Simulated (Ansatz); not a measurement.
For 2H MoS2, RPBE in Ansatz (PAW) gives:

| Property | Result |
|---|---|
| lattice constant a | 3.210 Å |
| c axis length | 16.415 Å |
| cohesive energy | 4.57 eV/atom |

### Question
What does r²SCAN-D4 in Ansatz (PAW) give for the same quantities?

### Answer

- lattice constant a: 3.174 Å (drops by 1.1 %)
- lattice parameter c: 12.486 Å (decreases by 24 %)
- cohesive energy: 4.97 eV/atom (rises by 0.40 eV/atom)

For comparison: lattice constant a 3.16 Å (measured, 300 K, not corrected to a static lattice; as tabulated in arXiv:1605.07067); lattice parameter c 12.294 Å (measured, 300 K, no zero-point or thermal correction; as tabulated in arXiv:1605.07067).

Changes are worked out from the printed values.

Unless a cell is named, each level is at its own relaxed cell (RPBE 24.41, r²SCAN-D4 18.16 Å³/atom).

The crystal itself was run without spin with RPBE, r²SCAN-D4; a magnetic state was not tried in these runs.

Caveats: for a layered or molecular solid the relaxed cell lies over 5 % above the published volume, where the minimum can be shallow (RPBE); the cell comes from a level without a dispersion term, which matters for the spacing of layers, chains or molecules (RPBE). Ansatz's density-functional and Hartree–Fock values are scalar-relativistic unless marked +SOC, with PAW data made under PBE.

Ansatz is an electronic-structure program.
